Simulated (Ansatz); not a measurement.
# CH6Si (singlet): from Hartree-Fock to the top rungs at distance C1–H5 along a hydrogen transfer = 1.090 Å, cc-pVDZ

The task here is to estimate one member of a computed series from the others.

Program: Ansatz 0.2.0, Gaussian basis. Level of theory: cc-pVDZ, core rule «outside noble gas», up to 6 orbitals frozen. These are calculated values, not measurements.

To be run: UHF; CCSD(T) on RHF; CCSD(T) on UHF; BCCD(T) on RHF; CISD; CCSDT(Q) on RHF; CASSCF and NEVPT2, 2 electrons in 2 orbitals; CASSCF and NEVPT2, 8 electrons in 8 orbitals.

2 further runs of the same task are left out: 2 that didn't finish.

## What is computed

The geometry derives from fragments relaxed apart (PBE0/def2-TZVP) and kept rigid, so it is no stationary point. A hydrogen atom is moved between rigid fragments.

8 atoms, charge 0, spin multiplicity 1.

Atoms are counted from 1 here; the program's logs count them from 0.

Bond lengths: C1–H2 1.090 Å, C1–H3 1.090 Å, C1–H4 1.090 Å, C1–H5 1.090 Å, Si6–H7 1.526 Å, Si6–H8 1.526 Å. Angles: H2–C1–H3 109.5°, H2–C1–H4 109.5°, H2–C1–H5 109.5°, H3–C1–H4 109.5°, H3–C1–H5 109.5°, H4–C1–H5 109.5°, H7–Si6–H8 91.2°.

Set-up of the first run:

The input, in.yaml:

```yaml
crystal:
  periodic: [false, false, false]
  atoms:
    - {symbol: C, position_ang: [-1.924395, 0.038195, -0.000001]}
    - {symbol: H, position_ang: [-2.287601, 1.065495, 0.000000]}
    - {symbol: H, position_ang: [-2.287601, -0.475456, 0.889668]}
    - {symbol: H, position_ang: [-2.287601, -0.475456, -0.889669]}
    - {symbol: H, position_ang: [-0.834779, 0.038195, 0.000000]}
    - {symbol: Si, position_ang: [0.984605, 0.038195, 0.000000]}
    - {symbol: H, position_ang: [1.596785, -0.836090, 1.090013]}
    - {symbol: H, position_ang: [1.596785, -0.836089, -1.090012]}
basis:
  gaussian: {orbitals: cc-pVDZ}
magnetization: {spin_polarized: true, initial_magnetization: 0}
hamiltonian: {xc: hf}
output: {orbitals: {seedname: orbitals}}
```

Started as:

```bash
$ ansatz run in.yaml --threads 1 --pin off --events-out ev --progress --plain --max-ram 2393MiB
```

Among the steps run: UHF; CCSD(T) on RHF; CCSD(T) on UHF; BCCD(T) on RHF; CISD; CCSDT(Q) on RHF; CASSCF and NEVPT2, 2 electrons in 2 orbitals; CASSCF and NEVPT2, 8 electrons in 8 orbitals.

One table of the session follows, with a row left open; its other results are not shown here.

| method | from RCCSDT(Q) (meV) |
| --- | --- |
| RHF | +8653.9 |
| UHF | +8623.1 |
| RMP2 | +1573.4 |
| CISD | +1095.0 |
| RCCSD | +246.9 |
| RCCSD(T) | +40.1 |
| BCCD(T) | +39.5 |
| RCCSDT | ? |
| RCCSDT(Q) | 0 |
| CASSCF pair | +8207.9 |
| NEVPT2 pair | +1557.2 |

**Question.** Estimate the row for RCCSDT.

**Answer.** from RCCSDT(Q) (meV): +9.9. In the column «from RCCSDT(Q) (meV)» it lies between RCCSDT(Q) (0) and BCCD(T) (+39.5).

Not comparable, so not listed: CCSD(T) on UHF (they don't share determinant, frozen orbitals or solution with the rows shown, or repeat one).

Caveats from the session: Left out of the table: CASSCF frontier, NEVPT2 frontier (the active space lost an orbital or holds another state than full CI finds). Warnings: restricted reference is unstable; spin contamination. Warnings in the runs' records: passed over end.
